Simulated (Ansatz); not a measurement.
Geometry optimisation, Ansatz 0.2.0, UKS PBE/6-31G*.

The input (input.yaml):

```yaml
crystal:
  periodic: [false, false, false]
  atoms:
    - { symbol: Al, position_ang: [-0.015273, -0.08865, -0.06301] }
    - { symbol: H, position_ang: [0.070445, -0.365241, 1.487715] }
    - { symbol: "N", position_ang: [1.567021, -0.004509, -0.90187] }
    - { symbol: H, position_ang: [2.464773, -0.143945, -0.439317] }
    - { symbol: H, position_ang: [1.704976, 0.188911, -1.892921] }
    - { symbol: C, position_ang: [-1.700191, 0.109257, -1.061652] }
    - { symbol: H, position_ang: [-2.308079, -0.806695, -0.941967] }
    - { symbol: H, position_ang: [-2.318592, 0.947093, -0.693811] }
    - { symbol: H, position_ang: [-1.539313, 0.253725, -2.143632] }
    - { symbol: H, position_ang: [0.193633, -0.089945, 3.324766] }
magnetization:
  spin_polarized: true
  initial_magnetization: 1
basis:
  gaussian: { orbitals: "6-31G*" }
hamiltonian:
  xc: pbe
relax:
  f_tol: 0.03
  max_steps: 50
```

Command:

```bash
$ ansatz run input.yaml --threads 1 --pin off --max-ram 2048MiB --backend cpu --events-out ev --progress --plain --runs-dir out
```

Q: Where does it end, and by what steps?

A: The run converged. The force dipped under the threshold on the way, but the program's further checks kept it going. After 8 steps the energy has fallen by 0.039 eV; H10 moved furthest, 1.04 Å.

| step | energy less start (eV) | largest force component (eV/Å) | accepted |
| --- | --- | --- | --- |
| 0 | 0.0000 | 0.498 | yes |
| 1 | -0.0146 | 0.100 | yes |
| 2 | -0.0169 | 0.092 | yes |
| 3 | -0.0197 | 0.122 | yes |
| 4 | -0.0284 | 0.046 | yes |
| 5 | -0.0346 | 0.054 | yes |
| 6 | -0.0382 | 0.037 | yes |
| 7 | -0.0396 | 0.009 | yes |
| 8 | -0.0393 | 0.029 | yes |

```xyz
10
Properties=species:S:1:pos:R:3
Al -0.031 -0.020 -0.164
H 0.051 -0.170 1.433
N 1.550 0.019 -1.012
H 2.452 -0.072 -0.544
H 1.682 0.077 -2.022
C -1.712 0.102 -1.186
H -2.336 -0.797 -1.035
H -2.318 0.963 -0.851
H -1.547 0.212 -2.271
H 0.327 -0.314 4.326
```

Whether the end is a true minimum wasn't checked by a vibrational analysis.

Time of the run: 15 s on 1 thread of INTEL(R) XEON(R) PLATINUM 8581C CPU @ 2.30GHz (Emerald Rapids) (shared host), peak memory 0.16 GiB.
